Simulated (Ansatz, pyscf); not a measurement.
HO–SiH₂–OH (SMILES O[SiH2]O) → O=SiH₂ (SMILES O=[SiH2]) + H₂O (SMILES O), an elimination on the singlet surface: H–O, O–Si broken, H–O formed. PySCF, gas phase, ωB97X-D3(BJ)/def2-SVP geometries. Wave-function energies: Ansatz (a program for electronic structure), frozen core, RHF or UHF references. In kJ/mol, from the reactant's lowest minimum found.

Cost: rough CPU time of the saddle's run relative to CCSD(T)/cc-pV(D+d)Z, from one job on a shared machine, with the HF step and its search for lower states.

```
level                   barrier  reaction energy  cost
----------------------  -------  ---------------  ----
PBE/def2-TZVP            198.21          +278.70     –
B3LYP-D3(BJ)/def2-TZVP   220.58          +294.23     –
CCSD(T)/cc-pV(D+d)Z      216.87          +281.10     1
CCSDT(Q)/cc-pV(D+d)Z     215.40          +278.78   100
CCSD(T)/cc-pV(T+d)Z      226.77          +299.27    10
CCSD(T)/cc-pV(Q+d)Z      228.23          +301.61     –
```

In cc-pV(D+d)Z, going from CCSD(T) to CCSDT(Q) shifts the barrier by -1.47 and the reaction energy by -2.32 kJ/mol. With HF in the quadruple-zeta basis and the correlation energy extrapolated as X⁻³ from X = 3, 4, CCSD(T) gives 228.47 and +303.85; adding the double-zeta shift gives ΔE‡ = 227.00 and ΔE = +301.53 kJ/mol, without core correlation, relativity or geometry relaxation at these levels. On the product side the descent ends in an adduct with a O–Si contact, 91.92 kJ/mol under the separated species and 8.93 kJ/mol under the saddle at ωB97X-D3(BJ)/def2-TZVP. At PBE, B3LYP-D3(BJ) the saddle lies under the separated products, which points to a path from their complex (located at ωB97X-D3(BJ) alone), and parting the products costs more than the saddle. What is counted as broken (O–Si) persists as a longer contact in the product adduct; parting that adduct is a step of its own. One saddle was located; it need not be the lowest between these sides.
